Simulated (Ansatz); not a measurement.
Species: OCl (charge 0, doublet). 
Structure (B3LYP-D3(BJ)/def2-TZVP (Ansatz, an electronic-structure program) minimum search):
```xyz
2

Cl     0.0000     0.0000    -0.5055
O      0.0000     0.0000     1.0742
```
Charge 0, spin multiplicity 2.

Property: vertical electron affinity (to the singlet state of charge -1; a negative value means that the extra electron is unbound and the number depends on the basis; each state is the SCF solution reached for its spin), in eV. Cores are frozen in the correlated levels unless marked. Open shells are spin-unrestricted. Spin-orbit coupling is left out. Non-relativistic. Anions need diffuse functions: aug- sets have them; def2-D sets add few. CBS(X,Y): correlation extrapolated as X^-3; Hartree-Fock from the larger set.

| level | program | vertical electron affinity (eV) |
|---|---|---|
| SVWN5/def2-TZVPD | Ansatz | 2.26 |
| r2SCAN/def2-TZVPD | Ansatz | (withheld) |
| B3LYP/def2-TZVPD | Ansatz | (withheld) |
| PBE0/def2-TZVPD | Ansatz | 2.00 |
| BHLYP/def2-TZVPD | Ansatz | (withheld) |
| wB97X-V/def2-TZVPD | Ansatz | 2.07 |
| wB97X/def2-TZVPD | Ansatz | (withheld) |
| CCSD/aug-cc-pV(D+d)Z | Ansatz | 1.87 |
| CCSD/aug-cc-pV(T+d)Z | Ansatz | 2.00 |
| CCSD/def2-TZVPPD | Ansatz | 1.94 |
| CCSD/aug-cc-pV(Q+d)Z | Ansatz | 2.08 |
| CCSD/def2-QZVPPD | Ansatz | 2.04 |
| CCSD(T)/CBS(aug-cc-pV(T+d)Z,aug-cc-pV(Q+d)Z) | Ansatz | 2.22 |

What belongs in the gaps?


- r2SCAN/def2-TZVPD, vertical electron affinity (eV): 1.95
- B3LYP/def2-TZVPD, vertical electron affinity (eV): 2.10
- BHLYP/def2-TZVPD, vertical electron affinity (eV): 1.93
- wB97X/def2-TZVPD, vertical electron affinity (eV): 2.09
